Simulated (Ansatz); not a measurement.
Geometry optimisation, RKS PBE/def2-SVP (Ansatz).

Input:

```yaml
crystal:
  periodic: [false, false, false]
  atoms:
    - { symbol: F, position_ang: [-0.1328, 1.4926, 1.3335] }
    - { symbol: C, position_ang: [0.5012, 0.8812, 0.3437] }
    - { symbol: C, position_ang: [-0.3052, -0.2011, -0.2186] }
    - { symbol: C, position_ang: [-0.4109, -1.4578, -0.4228] }
    - { symbol: S, position_ang: [-1.6482, -0.4576, -1.1656] }
    - { symbol: H, position_ang: [1.4333, 0.5304, 0.7878] }
    - { symbol: H, position_ang: [0.7924, 1.6176, -0.422] }
    - { symbol: H, position_ang: [-0.1378, -2.4624, -0.2918] }
basis:
  gaussian: { orbitals: def2-SVP }
hamiltonian:
  xc: pbe
relax:
  f_tol: 0.015
  max_steps: 40
```

Command:

```bash
$ ansatz run input.yaml --threads 1 --pin off --max-ram 2048MiB --backend cpu --events-out ev --progress --plain --runs-dir out
```

Problem. Where does it end, and by what steps?

Solution. The forces met the threshold. After 8 steps the energy has fallen by 0.735 eV; F1 moved furthest, 0.18 Å.

```json
{"step": "0", "energy less start (eV)": "0.0000", "largest force component (eV/Å)": "5.380", "accepted": "yes"}
{"step": "1", "energy less start (eV)": "-0.4935", "largest force component (eV/Å)": "3.035", "accepted": "yes"}
{"step": "2", "energy less start (eV)": "-0.7029", "largest force component (eV/Å)": "0.678", "accepted": "yes"}
{"step": "3", "energy less start (eV)": "-0.7033", "largest force component (eV/Å)": "0.551", "accepted": "yes"}
{"step": "4", "energy less start (eV)": "-0.7267", "largest force component (eV/Å)": "0.209", "accepted": "yes"}
{"step": "5", "energy less start (eV)": "-0.7293", "largest force component (eV/Å)": "0.300", "accepted": "yes"}
{"step": "6", "energy less start (eV)": "-0.7340", "largest force component (eV/Å)": "0.080", "accepted": "yes"}
{"step": "7", "energy less start (eV)": "-0.7347", "largest force component (eV/Å)": "0.025", "accepted": "yes"}
{"step": "8", "energy less start (eV)": "-0.7348", "largest force component (eV/Å)": "0.007", "accepted": "yes"}
```

```xyz
8
Properties=species:S:1:pos:R:3
F -0.180 1.667 1.295
C 0.539 0.906 0.389
C -0.246 -0.222 -0.134
C -0.429 -1.470 -0.438
S -1.817 -0.501 -1.154
H 1.456 0.510 0.883
H 0.846 1.561 -0.461
H -0.077 -2.507 -0.436
```

The run took 25 s on 1 thread of Arm Neoverse V2 (shared host), peak memory 0.12 GiB.
